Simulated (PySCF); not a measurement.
disilane (H6Si2), SMILES [SiH3][SiH3]. Geometry optimised at TPSSh-D3(BJ)/def2-TZVP.

TDDFT-PBE/def2-SVPD (PySCF) puts the lowest singlet excitations at 7.10, 7.22, 7.22, 7.35, 7.76, 7.76 eV.

Q: What are the lowest excitation roots from PySCF 2.14.0 with ADC(2)/aug-cc-pVDZ? (The exact figures need the calculation; the answer reports its results.)

A: 7.63, 7.85, 7.85, 7.96, 8.33, 8.33 eV. S1 differs by 0.53 eV (second minus first; roots are paired by order, and the bases may differ).
